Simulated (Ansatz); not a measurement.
**How far each method lies from UCCSDT(Q) for SbH$_{4}$⁻, triplet**

Geometry: displaced at random from a stationary point.

```xyz
5

Sb    0.0009    0.0000    0.0013
H     0.3560    1.2777    1.2971
H    -0.4870   -1.2345    1.2087
H    -0.4014    1.2607   -1.3452
H     0.4285   -1.3002   -1.3196
```

Basis def2-SVPD with its core potentials; Ansatz 0.2.0. Correlated methods freeze the noble-gas cores and the filled d shells of p-block atoms, which leaves 10 electrons in 55 orbitals. Prefix R: restricted or restricted open-shell reference; prefix U: unrestricted. Active spaces: valence = (10e, 8o) chosen from the atoms' valence shells. No spin–orbit coupling is included; scalar relativity enters through the core potentials alone.

Full CI isn't at hand for all of this; UCCSDT(Q) serves as the reference, and is uncertain by about the last step of the cluster series. The frozen core follows each run's orbitals, which can shift R against U totals by a few meV for light atoms and by up to 0.1 eV past Ca.

The UHF ⟨S²⟩ is 2.038. The T1 diagnostic (RCCSD) is 0.0320. The largest doubles amplitude (RCCSD) is 0.031 and the T1 diagnostic (UCCSD) is 0.0252.

Problem. From what is known of these methods and the diagnostics, rank them by the size of their error in total energy against UCCSDT(Q) in def2-SVPD, smallest first (an estimate: the text doesn't fix the numbers).
A. UHF
B. UCCSD
C. UCCSDT
D. UCCSD(T)
E. UMP2

Solution. C (0.6 kJ/mol), D (4.0 kJ/mol), B (18.8 kJ/mol), E (113.8 kJ/mol), A (480.2 kJ/mol).

All errors are against UCCSDT(Q) in def2-SVPD. Within each family the higher level lies nearer, as is usual though not guaranteed.

Natural occupations of CASSCF (valence space) about the gap: 1.997 1.987 1.975 1.965 1.007 1.000 0.036 0.033; effectively unpaired electrons, Σ n²(2−n)², 2.02.
